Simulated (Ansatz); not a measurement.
This Ansatz (a first-principles code) input (PBE/jun-cc-pV(T+d)Z) gives -460.63576 Eh with 62 basis functions. A basis named .json is the Basis Set Exchange file of that set (core-valence sets with the plain set on hydrogen).

Ansatz 0.2 input:
```yaml
crystal:
  periodic: [false, false, false]
  atoms:
    - {symbol: Cl, position_ang: [-0.00000000, -0.00000000, -0.07122178]}
    - {symbol: H, position_ang: [0.00000000, 0.00000000, 1.21077034]}
basis:
  gaussian:
    orbitals: jun-cc-pV_T+d_Z.json
hamiltonian:
  xc: {name: PBE}
magnetization: {spin_polarized: false}
```

Change:
```diff
- orbitals: jun-cc-pV_T+d_Z.json
+ orbitals: def2-SV_P_.json
```

What does the run give now?

-460.45222 Eh (PBE/def2-SV(P), 20 functions), a change of +183.54 mEh.
